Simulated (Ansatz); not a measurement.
A calculation with Ansatz (development build ahead of 0.2.0).

```yaml
crystal:
  periodic: [false, false, false]
  atoms:
    - { symbol: Na, position_ang: [-2.36, 0.0, 0.0] }
    - { symbol: Li, position_ang: [2.36, 0.0, 0.0] }
basis:
  gaussian: { orbitals: pcseg-2 }
magnetization:
  spin_polarized: true
  initial_magnetization: 2
hamiltonian:
  xc: hf
```

The input is written out in the form of the current development build from the run's settings.

Output:

```yaml
Converged: yes
Total_energy: -169.27692 hartree
Spin_squared_of_the_determinant: 2.000
Stability_test: minimum
```
